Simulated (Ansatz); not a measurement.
**Relative stability**

Two relaxed structures of C2H4N (charge +1), closed shell (PBE0-D4/def2-TZVP; forces vanish, vibrations not checked).

A:

| atom | x (Å) | y (Å) | z (Å) |
| --- | --- | --- | --- |
| C1 | -1.3606 | -0.6562 | -0.5599 |
| N2 | -0.4042 | -0.1949 | -0.1663 |
| C3 | 0.7944 | 0.3832 | 0.3270 |
| H4 | -2.2715 | -1.0956 | -0.9349 |
| H5 | 1.6104 | -0.3160 | 0.1385 |
| H6 | 0.6718 | 0.5563 | 1.3971 |
| H7 | 0.9597 | 1.3232 | -0.2014 |

B:

| atom | x (Å) | y (Å) | z (Å) |
| --- | --- | --- | --- |
| C1 | -0.4146 | -0.2000 | -0.1706 |
| N2 | -1.3750 | -0.6632 | -0.5659 |
| C3 | 0.7908 | 0.3814 | 0.3255 |
| H4 | -2.2270 | -1.0741 | -0.9165 |
| H5 | 1.6205 | -0.3090 | 0.1437 |
| H6 | 0.6837 | 0.5616 | 1.3998 |
| H7 | 0.9711 | 1.3270 | -0.1955 |

Program: Ansatz 0.2.0. Basis: def2-TZVPP. Cores are frozen in the correlated methods. B3LYP uses VWN-RPA correlation.

(1) Which structure is lower at CCSD(T), and by how much? (To be estimated.)

T1 diagnostic: at most 0.013.

Results:

(1) Computed: B, by 45.5 kJ/mol (electronic energy, against the other). By their contacts, A is C₂H₄N ([CH][N][CH3]), total charge +1 and B is C₂H₄N ([CH3][C][NH]), total charge +1.

All methods give the same order:

```
   method  E(B) − E(A) (kJ/mol)
   PBE-D4                 -53.5
r2SCAN-D4                 -56.0
  PBE0-D4                 -54.7
 B3LYP-D4                 -49.7
  wB97M-V                 -53.3
       HF                 -47.1
      MP2                 -45.2
     CCSD                 -45.2
  CCSD(T)                 -45.5
```

Labels in which every atom is bracketed show which atoms are joined, not bond orders.

For scale, one of the runs: CCSD(T)/def2-TZVPP, 149 basis functions, launched by `ansatz run in.yaml --threads 2 --pin off --events-out ev --progress --plain --max-ram 4352MiB`. Hardware: 2 CPU threads of an Arm Neoverse V2, shared host. Wall time 11 s; peak host memory 0.96 GiB.
